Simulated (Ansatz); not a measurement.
# CH10Si2: the cost of one run

Program: Ansatz 0.2.0. Level of theory: RKS B3LYP/STO-3G. These are calculated values, not measurements.

### Step 1. The structure to begin with

Bond lengths: Si1–C2 2.176 Å, Si1–H3 1.501 Å, Si1–H4 1.458 Å, Si1–H5 1.458 Å, C2–Si6 2.175 Å, Si6–H8 1.459 Å, Si6–H9 1.502 Å, Si6–H10 1.458 Å, C2–H11 1.092 Å, C2–H12 1.092 Å, C2–H13 1.085 Å. Angles (14 of 22 angles, heavy atoms first): Si1–C2–Si6 83.8°, Si1–C2–H11 79.7°, Si1–C2–H12 147.1°, Si1–C2–H13 105.1°, Si6–C2–H11 144.9°, Si6–C2–H12 79.7°, Si6–C2–H13 106.8°, C2–Si1–H3 90.2°, C2–Si1–H4 109.5°, C2–Si1–H5 114.6°, C2–Si6–H8 109.1°, C2–Si6–H9 90.7°, C2–Si6–H10 114.1°, H11–C2–H12 98.0°.

As a file:

```xyz
13

Si   -0.8268    0.9608   -0.8711
C     0.4336   -0.7982   -0.6444
H    -1.4340    0.3711   -2.1102
H    -0.0536    2.0397   -1.4753
H    -2.0254    0.9608   -0.0407
Si    0.4415   -0.2335    1.4563
H     0.0261    1.4432    0.7271
H     1.7340    0.3566    1.7859
H     0.7189   -1.6540    1.8573
H    -0.8867   -0.1166    2.0465
H     0.7104   -0.4879   -1.6543
H     1.4024   -1.1990   -0.3378
H    -0.2404   -1.6430   -0.7394
```

### Step 2. Pulling towards end A

Springs on the bonds that form and break draw the guess towards this end; the thresholds are loose.

input.yaml

```yaml
crystal:
  periodic: [false, false, false]
  atoms:
    - { symbol: Si, position_ang: [-0.8268, 0.9608, -0.8711] }
    - { symbol: C, position_ang: [0.4336, -0.7982, -0.6444] }
    - { symbol: H, position_ang: [-1.434, 0.3711, -2.1102] }
    - { symbol: H, position_ang: [-0.0536, 2.0397, -1.4753] }
    - { symbol: H, position_ang: [-2.0254, 0.9608, -0.0407] }
    - { symbol: Si, position_ang: [0.4415, -0.2335, 1.4563] }
    - { symbol: H, position_ang: [0.0261, 1.4432, 0.7271] }
    - { symbol: H, position_ang: [1.734, 0.3566, 1.7859] }
    - { symbol: H, position_ang: [0.7189, -1.654, 1.8573] }
    - { symbol: H, position_ang: [-0.8867, -0.1166, 2.0465] }
    - { symbol: H, position_ang: [0.7104, -0.4879, -1.6543] }
    - { symbol: H, position_ang: [1.4024, -1.199, -0.3378] }
    - { symbol: H, position_ang: [-0.2404, -1.643, -0.7394] }
basis:
  gaussian: { orbitals: STO-3G }
hamiltonian:
  xc: b3lyp
relax:
  f_tol: 0.15
  max_steps: 25
  restrain:
    - { distance: [0, 6], at: 2.72, k: 30.0 }
    - { distance: [5, 1], at: 3.17, k: 30.0 }
    - { distance: [0, 1], at: 1.87, k: 30.0 }
    - { distance: [5, 6], at: 1.42, k: 30.0 }
```

Launch:

```bash
$ ansatz run input.yaml --threads 1 --pin off --max-ram 2048MiB --backend cpu --events-out ev --progress --plain --runs-dir out
```

Q: Estimate wall time and peak memory on 1 thread of Arm Neoverse V1, shared host.

About 25 s, with a peak of 0.1 GiB.
